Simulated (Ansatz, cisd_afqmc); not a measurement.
Species: PH$_{2}$, charge 1, singlet. A triplet may lie lower; no result for it is given here. PH2+ (parent SMILES [PH2], singlet).
B3LYP-D3(BJ)/def2-TZVP minimum from Ansatz (a quantum-chemistry and plane-wave program):
```
P
H 1 1.4276
H 1 1.4276 2 91.90
```
Charge +1, spin multiplicity 1.

Total energies in cc-pV(D+d)Z, 6 correlated electrons, 5 frozen orbitals. Open shells are spin-unrestricted; no spin-orbit coupling. Correlated methods leave the cores frozen. No relativity. The Monte Carlo rows (phaseless AFQMC, CISD trial, step 0.005/hartree) carry one-sigma bars that omit the constraint's bias. Outlying blocks are dropped, and bars are widened where a walk drifts. Over all cases where full CI ran beside it in this data, AFQMC minus full CI had a median of +0.1 mEh and passed +0.4 mEh in a tenth of the cases. The restricted determinant of H2P+ (parent SMILES [PH2], singlet) is unstable towards broken spin symmetry in at least one set run.

| method | program | energy (Eh) | error against FCI (mEh) |
|---|---|---|---|
| HF | Ansatz | -341.53364 | 130.89 |
| MP2 | Ansatz | -341.63103 | 33.50 |
| CCSD | Ansatz | -341.66118 | 3.35 |
| CCSD(T) | Ansatz | -341.66374 | 0.79 |
| CCSDT(Q) | Ansatz | -341.66450 | 0.03 |
| CCSDTQ | Ansatz | -341.66453 | 0.00 |
| AFQMC/CISD | cisd_afqmc | -341.6644 ± 0.0002 | 0.1 ± 0.2 |
| FCI | Ansatz | -341.66453 | 0.00 |

Rough core times of Ansatz's runs on a shared machine: CCSD(T) under 20 s, CCSDT(Q) under 20 s, CCSDTQ 20 s, FCI under 20 s.
